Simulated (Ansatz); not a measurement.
Computed with Ansatz on PBE0-D4/def2-TZVP structures; ΔE is electronic, products minus reactants. CBS: MP2 limit from def2 TZ/QZ plus the TZ coupled-cluster correction, frozen cores.

Consider the isomerisation: `CC1C=C1F` → `C=C=C(C)F`.

`CC1C=C1F`:

Z-matrix (Å, degrees):
```
C
C 1 1.509
H 1 1.094 2 110.9
H 1 1.094 2 111.1 3 119.4
H 1 1.093 2 110.9 3 -120.3
C 2 1.549 1 121.3 3 87.5
C 2 1.461 1 122.8 3 147.6
H 2 1.095 1 113.4 3 -59.6
H 6 1.075 2 144.6 1 -71.1
F 7 1.310 2 143.6 1 73.4
```

`C=C=C(C)F`:

Cartesian coordinates in Å:
```
C 2.110 -0.128 -0.106
C 0.841 0.045 -0.320
C -0.439 0.206 -0.499
C -1.525 -0.046 0.478
F -0.898 0.654 -1.691
H 2.599 -1.076 -0.318
H 2.735 0.671 0.286
H -2.090 0.872 0.662
H -1.113 -0.404 1.421
H -2.220 -0.794 0.086
```

| species | CCSD(T)/CBS(def2) energy (Eh) |
| --- | --- |
| `CC1C=C1F` | -254.89818 |
| `C=C=C(C)F` | -254.93710 |

Problem. Work out ΔE.

Solution. ΔE = (-254.93710) − (-254.89818) = -0.03892 Eh = -102.2 kJ/mol.

Largest T1 diagnostic among the species: 0.012.

At CCSD(T), def2-SVP lies +10.8 kJ/mol from the extrapolated value and def2-TZVPP −0.2 kJ/mol. From BLYP to BHLYP (50 % exact exchange), in def2-TZVPP and without D4, ΔE moves by +10.3 kJ/mol.
